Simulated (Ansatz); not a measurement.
# [OH···H···BH₂], doublet: transfer scan

Starting geometry:

```yaml
atoms:
  - { symbol: O, position_ang: [-1.0675, -0.0303, 0.0000] }
  - { symbol: H, position_ang: [-1.3168, 0.8963, 0.0000] }
  - { symbol: H, position_ang: [-0.1080, -0.0303, 0.0000] }
  - { symbol: B, position_ang: [1.3635, -0.0303, 0.0000] }
  - { symbol: H, position_ang: [1.8726, -0.0303, 1.0770] }
  - { symbol: H, position_ang: [1.8726, -0.0303, -1.0770] }
```

From there H3 is moved from one fragment to the other while all else, the fragments' distance too, stays fixed; atoms are numbered as listed. Energies are in kJ/mol, counted from the starting geometry at the same level. Kohn–Sham curves are unrestricted where that lies lower.

Basis cc-pVDZ; Ansatz 0.2.0. Only valence electrons are correlated (noble-gas cores frozen). Prefix R: restricted or restricted open-shell reference; prefix U: unrestricted.

Full CI isn't at hand for all of this; UCCSDT(Q) serves as the reference, and is uncertain by about the last step of the cluster series.

```csv
distance O1-H3 (Å),UCCSDT(Q),curve A,curve B,curve C,curve D
0.892,18.8,22.6,17.7,17.5,18.6
0.960,0.0,0.0,0.0,0.0,0.0
1.003,-1.4,-4.1,-0.2,-1.3,-1.3
1.046,1.8,-3.3,4.9,1.4,2.1
1.089,7.5,0.3,13.3,6.0,7.9
1.132,14.4,5.6,23.8,11.2,14.9
1.175,21.8,12.1,35.3,16.3,22.3
1.218,29.7,19.9,47.0,21.7,30.1
1.261,38.7,29.6,58.8,28.0,38.9
```

Q: The curves come from BHLYP, UCCSD(T), UMP2, r2SCAN. Compare each with UCCSDT(Q) and say which is which.

A: A: r2SCAN, B: UMP2, C: BHLYP, D: UCCSD(T). Spread of the error against UCCSDT(Q), over the points where both stand: A 13.7, B 21.2, C 10.8, D 0.7 kJ/mol. 

In so small a basis the reference is far from its limit while semilocal and hybrid functionals are nearer theirs, so the functionals' errors here hold much of the reference's basis and frozen-core error, which can add to them or hide them.
